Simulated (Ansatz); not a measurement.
**SiO, singlet: vertical spin and charge gaps**

Geometry (PBE0/def2-TZVP stationary point for this spin):

```xyz
2

Si    0.0000    0.0000    0.0000
O     0.0000    0.0000    1.5088
```

Basis 6-31G; Ansatz 0.2.0. Correlated methods freeze the noble-gas cores. R marks a restricted (for open shells ROHF) determinant, U an unrestricted one. Active spaces: valence = (10e, 8o) chosen from the atoms' valence shells.

Gaps are energies of the second state less the first, at fixed atoms, for a selection of the levels run; each method lands on the state that its own search finds for that charge and spin.

Coupled cluster chose its determinant by a search with trial CCSD, here up to 0.58 eV above the lowest Hartree–Fock solution of its kind, and MP2 stands on that determinant too.

Question: PBE gives 4.177 eV for triplet less singlet. Estimate what full CI gives in 6-31G.

Answer: Full CI in 6-31G gives 4.288 eV, so against it PBE is off by -0.111 eV, of which a good part can be the reference's own basis and frozen-core error.

Large singles or doubles amplitudes warn of static correlation in the SiO triplet.

| level | gap (eV) | error (meV) |
| --- | --- | --- |
| RCCSD | 4.218 | -70 |
| RCCSD(T) | 4.338 | 50 |
| UCCSD(T) | 4.333 | 45 |
| RCCSDT | 4.289 | 1 |
| UCCSDT | 4.288 | 0 |
| r2SCAN | 4.110 | -178 |
| PBE0 | 4.138 | -150 |
| B3LYP | 4.257 | -31 |
| wB97M-V | 4.522 | 234 |

Removing an electron, to the doublet: 10.714 eV at full CI (singlet A1, doublet ion A1, in C2v).

Large singles or doubles amplitudes warn of static correlation in the SiO⁺ doublet.

| level | gap (eV) | error (meV) |
| --- | --- | --- |
| UMP2 | 11.730 | 1016 |
| UCCSDT | 10.713 | -1 |
| CISDTQ | 10.733 | 19 |
| NEVPT2 (valence space) | 10.585 | -129 |
| MRCISD (valence space) | 10.684 | -30 |
| revPBE | 11.235 | 521 |
| PBE0 | 11.418 | 704 |
| B3LYP | 11.447 | 733 |
| wB97M-V | 11.489 | 775 |
| B2PLYP | 11.350 | 636 |

In so small a basis the reference is far from its limit while semilocal and hybrid functionals are nearer theirs (RPA and double hybrids share part of the reference's basis error), so the functionals' errors here hold much of the reference's basis and frozen-core error, which can add to them or hide them. The set has no polarisation functions, which weighs most on the reference.

Full CI is exact within this basis and frozen core; it isn't the basis-set limit. The frozen core follows each run's orbitals, which can shift R against U totals by a few meV.
